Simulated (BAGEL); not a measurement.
# Na2H2 ((NaH)2 ring): a chain of runs

We compute a geometry optimisation (HF/cc-pVDZ), then the vertical excitations (CIS/cc-pVDZ) of Na2H2 ((NaH)2 ring). 

Program for the calculation: BAGEL 1.2.2.

6 further runs of the same task are left out: 1 that didn't finish, 5 set aside as unsound or not needed.

## 1. The molecule

Na2H2 has 4 atoms, charge 0, and is taken as a singlet. All atoms were displaced at random from a relaxed shape. The run starts from this shape.

Bond lengths: Na1–H2 1.856 Å, H2–Na3 2.056 Å, Na1–H4 1.879 Å, Na3–H4 1.926 Å. Angles: Na1–H2–Na3 88.2°, Na1–H4–Na3 91.6°, H2–Na1–H4 93.5°, H2–Na3–H4 86.1°.

## 2. A geometry optimisation at HF/cc-pVDZ (density fitting with svp-jkfit) (run 1)

Contents of calc.json:

```json
{ "bagel": [

{
  "title": "molecule",
  "basis": "cc-pvdz.json",
  "df_basis": "svp-jkfit",
  "angstrom": true,
  "geometry": [
    { "atom": "Na", "xyz": [    1.080371,    0.610415,   -0.547907 ] },
    { "atom": "H", "xyz": [   -0.564497,    1.241483,    0.036829 ] },
    { "atom": "Na", "xyz": [   -1.005985,   -0.668937,    0.656553 ] },
    { "atom": "H", "xyz": [    0.656798,   -1.180512,   -0.168932 ] }
  ]
},
{
  "title": "optimize",
  "opttype": "energy",
  "internal": false,
  "maxiter": 40,
  "method": [
    {
      "title": "hf"
    }
  ]
}

]}
```

The basis set cc-pVDZ is read from a file made from the Basis Set Exchange's data (not shown).

Launch:

```sh
BAGEL_NUM_THREADS=1 BAGEL calc.json > calc.out
```

Log:

```text
* using 1 threads per process

  ===============================================================
  ===============================================================

  *** Geometry ***

  { "atom" : "Na", "xyz" : [      2.041605,      1.153517,     -1.035394 ] },
  { "atom" : "H", "xyz" : [     -1.066745,      2.346063,      0.069597 ] },
  { "atom" : "Na", "xyz" : [     -1.901036,     -1.264108,      1.240705 ] },
  { "atom" : "H", "xyz" : [      1.241168,     -2.230844,     -0.319235 ] },

  Number of auxiliary basis functions:      260

  Since a DF basis is specified, we compute 2- and 3-index integrals:
    o Being stored without compression. Storage requirement is 0.004 GB

  Number of basis functions:       46
  Number of electrons      :       24

    * METHOD: MOLECULE                             0.05

    * Use approximate Hessian for optimization

  *** RHF ***

[... 11 lines left out ...]
    * SCF iteration converged.
[... 1 line left out ...]
    * Permanent dipole moment:
[... 22 lines left out ...]
  === Convergence status ===

                         Maximum     Tolerance   Converged?
  * Gradient            0.025368      0.000300           No
  * Displacement        0.025310      0.001200           No
  * Energy change    -324.814668      0.000001           No

  *** Geometry optimization started ***
     iter         energy               grad rms       time

      1       -324.81466785          0.01379673        0.39
      2       -324.81682300          0.01231532        0.39
      3       -324.82548736          0.00502824        0.41
[... 8 lines of this table left out ...]
     12       -324.82879641          0.00002683        0.41

  *** Geometry ***

  { "atom" : "Na", "xyz" : [      2.149962,      1.219492,     -1.096951 ] },
  { "atom" : "H", "xyz" : [     -1.457254,      2.572765,      0.191951 ] },
  { "atom" : "Na", "xyz" : [     -2.006595,     -1.311251,      1.264413 ] },
  { "atom" : "H", "xyz" : [      1.600900,     -2.664685,     -0.025248 ] },

    * METHOD: OPTIMIZE                             4.83

  ===============================================================
```

Run time: 5.4 s. Hardware: 1 thread of Intel Xeon Platinum 8488C (Sapphire Rapids), shared host; peak memory 0.08 GiB.

Step by step:

```tsv
step	energy from the first frame kept (eV)	largest force (eV/Å)
0	0.0000	1.4006
1	-0.0586	1.2754
2	-0.2944	0.6210
3	-0.3495	0.3074
4	-0.3575	0.2074
5	-0.3609	0.2339
6	-0.3811	0.0954
7	-0.3833	0.0409
8	-0.3833	0.0392
9	-0.3842	0.0237
10	-0.3842	0.0236
11	-0.3845	0.0027
```

After the run. Bond lengths: Na1–H2 2.150 Å, H2–Na3 2.152 Å, Na1–H4 2.152 Å, Na3–H4 2.150 Å. Angles: Na1–H2–Na3 83.4°, Na1–H4–Na3 83.4°, H2–Na1–H4 96.6°, H2–Na3–H4 96.6°.

## 3. The excited states at CIS/cc-pVDZ (density fitting with svp-jkfit) (run 2)

Contents of job.json:

```json
{ "bagel" : [

{
  "title" : "molecule",
  "basis" : "cc-pvdz.json",
  "df_basis" : "svp-jkfit",
  "angstrom" : true,
  "geometry" : [
    { "atom" : "Na", "xyz" : [    1.137711,    0.645327,   -0.580481 ] },
    { "atom" : "H", "xyz" : [   -0.771146,    1.361449,    0.101576 ] },
    { "atom" : "Na", "xyz" : [   -1.061844,   -0.693884,    0.669099 ] },
    { "atom" : "H", "xyz" : [    0.847160,   -1.410091,   -0.013361 ] }
  ]
},
{ "title" : "hf" },
{ "title" : "cis", "nstate" : 4 }

]}
```

The basis set cc-pVDZ is read from a file made from the Basis Set Exchange's data (not shown).

Launch:

```sh
BAGEL_NUM_THREADS=1 BAGEL job.json > job.out
```

Log:

```text
* using 1 threads per process

  ===============================================================
  ===============================================================

  *** Geometry ***

  { "atom" : "Na", "xyz" : [      2.149962,      1.219491,     -1.096950 ] },
  { "atom" : "H", "xyz" : [     -1.457255,      2.572766,      0.191951 ] },
  { "atom" : "Na", "xyz" : [     -2.006594,     -1.311251,      1.264414 ] },
  { "atom" : "H", "xyz" : [      1.600900,     -2.664686,     -0.025249 ] },

  Number of auxiliary basis functions:      260

  Since a DF basis is specified, we compute 2- and 3-index integrals:
    o Being stored without compression. Storage requirement is 0.004 GB

  Number of basis functions:       46
  Number of electrons      :       24

    * METHOD: MOLECULE                             0.05

  *** RHF ***

  === Nuclear Repulsion ===
    33.3595939420

      * DIIS with orbital gradients will be used.

  === RHF iteration (cc-pvdz.json) ===
      0       -324.81679651          0.00516197           0.01
      1       -324.82828447          0.00113233           0.01
      2       -324.82878015          0.00022224           0.01
      3       -324.82879633          0.00001219           0.01
      4       -324.82879640          0.00000127           0.01
      5       -324.82879641          0.00000019           0.01
      6       -324.82879641          0.00000003           0.01
      7       -324.82879641          0.00000001           0.01
    * SCF iteration converged.

    * Permanent dipole moment:
           (    0.000218,    -0.000093,    -0.000525) a.u.

    * METHOD: HF                                   0.09

  === CIS iteration ===

        0     0     0.17455134     0.00184162      0.01
        0     1     0.18585241     0.00176441      0.00
        0     2     0.18830566     0.00149817      0.00
        0     3     0.22281191     0.00125613      0.00

        1     0     0.15470756     0.00067980      0.00
        1     1     0.17239317     0.00041294      0.00
        1     2     0.17989439     0.00045824      0.00
        1     3     0.21637248     0.00014213      0.00

[... 25 lines of this table left out ...]
        7 *   0     0.15384283     0.00000071      0.00
        7 *   1     0.17225668     0.00000017      0.00
        7     2     0.17960445     0.00000022      0.00
        7 *   3     0.21634718     0.00000019      0.00

    * CIS converged

    * Permanent dipole moment: Transition 0 -> 0
           (    0.000118,     0.000042,    -0.000061) a.u.

    * Permanent dipole moment: Transition 0 -> 1
           (   -0.000038,    -0.000028,    -0.000097) a.u.

    * Permanent dipole moment: Transition 0 -> 2
           (    0.019124,    -0.034411,    -0.001003) a.u.

    * Permanent dipole moment: Transition 0 -> 3
           (    0.000945,     0.000462,     0.002158) a.u.

    * METHOD: CIS                                  0.05

  ===============================================================
```

It took 0.61 s on 1 thread of Intel Xeon Platinum 8488C (Sapphire Rapids), shared host; peak memory 0.08 GiB.

The roots found:

```tsv
excited state	energy (eV)	strength
1	4.186	0.0000
2	4.687	0.0000
3	4.887	0.0004
4	5.887	0.0000
```

## 4. Outcome

| quantity | value |
| --- | --- |
| run 1, HF/cc-pVDZ: total energy at the end | -324.82880 Eh |
| run 2, CIS/cc-pVDZ: ground-state or mean-field energy | -324.82880 Eh |
| run 2, CIS/cc-pVDZ: lowest excitation energy | 4.19 eV |

The optimisation (run 1, HF/cc-pVDZ) took 12 steps and changed the energy by -0.384 eV.
